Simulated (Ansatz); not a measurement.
Cost and result for the atomization energy of `F/C=C(\F)CF` (9 atoms, 8 bonds).

```xyz
9

F     2.1401   -0.1377   -1.3994
C     1.2800    0.1724   -0.4319
C     0.0337   -0.2655   -0.4404
F    -0.4317   -1.0444   -1.4208
C    -1.0007    0.0242    0.5903
F    -0.4848    0.8227    1.5794
H     1.6732    0.8032    0.3518
H    -1.8546    0.5356    0.1320
H    -1.3553   -0.9105    1.0391
```

Total charge 0; spin multiplicity 1. Geometry: relaxed with PBE0-D4/def2-TZVP. It is one conformer, not always the lowest. Program: Ansatz. All runs use 4 threads of an Arm Neoverse V1 on a shared host. Times are those of one run each, without the atoms' runs, and a repeat can differ threefold. Electronic energies, without spin–orbit coupling; frozen cores. CCSD(T)/CBS adds CCSD(T) − MP2 in def2-TZVPP to the MP2 limit, and its time is that of the two runs behind it. T1 = 0.012. B3LYP takes the VWN-RPA correlation (the form of Gaussian; ORCA's B3LYP/G). HSE06 is the plane-wave form, built on full-range PBE exchange.

CCSD(T)/CBS is a level of theory with its own doubt, some kJ/mol a heavy atom from the limit and from the frozen cores, so smaller differences don't rank the functionals.

| level | functions | wall time | atomization (kJ/mol) | difference from CCSD(T)/CBS | per bond |
| --- | --- | --- | --- | --- | --- |
| revPBE-D4/def2-TZVPP | 228 | 1.5 s | 3709.2 | 37.3 | 4.7 |
| BLYP-D4/def2-TZVPP | 228 | 1.6 s | 3708.0 | 36.1 | 4.5 |
| PBE0-D4/def2-TZVPP | 228 | 2.2 s | 3714.9 | 43.0 | 5.4 |
| HSE06-D4/def2-TZVPP | 228 | 2.4 s | 3719.1 | 47.2 | 5.9 |
| CAM-B3LYP-D4/def2-TZVPP | 228 | 2.5 s | 3706.7 | 34.8 | 4.4 |
| B3LYP-D4/def2-TZVPP (with forces) | 228 | 3.5 s | 3673.8 | 1.9 | 0.2 |
| r2SCAN-D4/def2-TZVPP (with forces) | 228 | 3.9 s | 3702.3 | 30.4 | 3.8 |
| r2SCANh-D4/def2-TZVPP | 228 | 4 s | 3661.2 | -10.7 | -1.3 |
| CCSD(T)/def2-SVP | 99 | 6 s | 3502.4 | -169.5 | -21.2 |
| ωB97M-V/def2-TZVPP (with forces) | 228 | 8.5 s | 3692.0 | 20.1 | 2.5 |
| MP2/def2-QZVPP | 432 | 17 s | 3755.9 | 84.0 | 10.5 |
| CCSD(T)/def2-TZVPP | 228 | 2.7 min | 3573.0 | -98.9 | -12.4 |
| CCSD(T)/CBS(def2) | – | 3 min | 3671.9 | 0.0 | 0.0 |

Leaving LDA and LC-ωPBE aside and taking each functional with its dispersion term where it has one, the values, not all of them listed here, spread over 341.3 kJ/mol, from BHLYP-D4 to PBE-D4. LDA lies +563.5 kJ/mol from PBE without D4, its usual overbinding. The D4 term adds +22.2 kJ/mol with B3LYP and +11.5 kJ/mol with PBE0; it sums over pairs of atoms, weighted by their polarisabilities, and B3LYP, whose exchange is more repulsive, gets the larger term. At CCSD(T), def2-SVP lies −169.5 kJ/mol from the extrapolated value and def2-TZVPP −98.9 kJ/mol: correlation converges slowly with the basis, and small sets miss more of it in the bonded molecule than in its fragments.
